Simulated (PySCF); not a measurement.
PySCF input:

```python
from pyscf import gto, scf, dft

mol = gto.M(
    atom='''
    C     1.04927885   -0.58527834    0.04637878
    C    -0.00995392    0.50709806    0.03465196
    O    -1.29849738    0.08458737   -0.10215282
    H     0.03307897    1.12810814    0.95086167
    H     0.17606814    1.24831543   -0.76718230
    H     2.04743003   -0.15600391    0.15948807
    H     0.87458400   -1.27550716    0.87275301
    H     1.02086827   -1.15252975   -0.88488227
    ''',
    basis='def2-tzvpd',
    charge=0,
    spin=1,
    verbose=4,
)

mf = dft.UKS(mol, xc='m06l').density_fit(auxbasis='def2-universal-jkfit')
mf.grids.level = 4
mf.conv_tol = 1e-9
mf.max_cycle = 100
mf.max_memory = 1500
mf.kernel()
if not mf.converged:
    mf = mf.newton()
    mf.kernel(mf.make_rdm1())
for _ in range(2):
    mo, _, stable, _ = mf.stability(return_status=True)
    if stable:
        break
    mf.kernel(mf.make_rdm1(mo, mf.mo_occ))
mf.analyze()
```

Task: Which total energy does the run end on?

Result: -154.40900 Eh (M06-L/def2-TZVPD).

It need not be the lowest isomer of its formula.
